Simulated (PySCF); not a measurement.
# C3H5Cl (1-chloro-1-propene(Z)): the cost of one run

The runs use PySCF 2.14.0, with density-fitted response routines of our own; the level of theory stands in each step. All values are computed, except where a source is named. Atoms count from 0, in the outputs and in this text.

## (1) The starting structure

9 atoms, charge 0, multiplicity 1; geometry from: MMFF94s. The atoms were then displaced at random by about 0.03 Å, so the start is not that level's minimum.

Bonds of the start (Å): C0–C1 1.41, C1–C2 1.30, C2–Cl3 1.74, C0–H4 1.14, C0–H5 1.06, C0–H6 1.12, C1–H7 1.07, C2–H8 1.12.

## (2) Relaxing the molecule at PBE0-D3(BJ)/def2-SVP

Job settings and geometry (Å):

```
{"job": {"xc": "PBE0", "basis": "def2-SVP", "d3": "d3bj", "grid": 1, "shake": 0.03, "kind": "geom"}, "charge": 0, "multiplicity": 1}
C     -1.096860    -0.141320     0.051710
C      0.241710    -0.504350    -0.179730
C      1.299930     0.236800    -0.017330
Cl     1.491750     1.877690     0.526240
H     -1.262710     0.949020     0.349100
H     -1.640830    -0.696620     0.779150
H     -1.687910    -0.169000    -0.896200
H      0.434140    -1.499820    -0.529030
H      2.353530    -0.121840    -0.109570
```

The run is started by

```
$ OMP_NUM_THREADS=1 python probes_run.py task.json out
```

One launch serves the whole session: the jobs run in the order shown.

Q: Estimate the wall time and peak memory of this first job on 1 thread of Arm Neoverse V1, shared host.

About 18 s, with a peak of 0.34 GiB.
